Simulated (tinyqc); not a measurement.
Inside a calculation. Method: UKS/PBE in the sto-6g basis, for LiH+, spin multiplicity 2. One step of it, computed by the program tinyqc.

Problem. Orthogonalisation. S = U s U^T; symmetric (Loewdin) form X = U s^(-1/2) U^T, so that X^T S X = 1.

overlap S:
```
           1Li 1s    1Li 2s   1Li 2px   1Li 2py   1Li 2pz     2H 1s
1Li 1s   1.000000  0.235742  0.000000  0.000000  0.000000  0.005898
1Li 2s   0.235742  1.000000  0.000000  0.000000  0.000000  0.166652
1Li 2px  0.000000  0.000000  1.000000  0.000000  0.000000  0.000000
1Li 2py  0.000000  0.000000  0.000000  1.000000  0.000000  0.000000
1Li 2pz  0.000000  0.000000  0.000000  0.000000  1.000000  0.251459
2H 1s    0.005898  0.166652  0.000000  0.000000  0.251459  1.000000
```

Give: eigenvalues of S; X.

Solution.

eigenvalues of S: 0.6615  0.8235  1.0000  1.0000  1.1711  1.3439

X:
```
          1Li 1s   1Li 2s  1Li 2px  1Li 2py  1Li 2pz    2H 1s
1Li 1s    1.0221  -0.1241   0.0000   0.0000  -0.0029   0.0132
1Li 2s   -0.1241   1.0337   0.0000   0.0000   0.0175  -0.0912
1Li 2px   0.0000   0.0000   1.0000   0.0000   0.0000   0.0000
1Li 2py   0.0000   0.0000   0.0000   1.0000   0.0000   0.0000
1Li 2pz  -0.0029   0.0175   0.0000   0.0000   1.0254  -0.1335
2H 1s     0.0132  -0.0912   0.0000   0.0000  -0.1335   1.0369
```
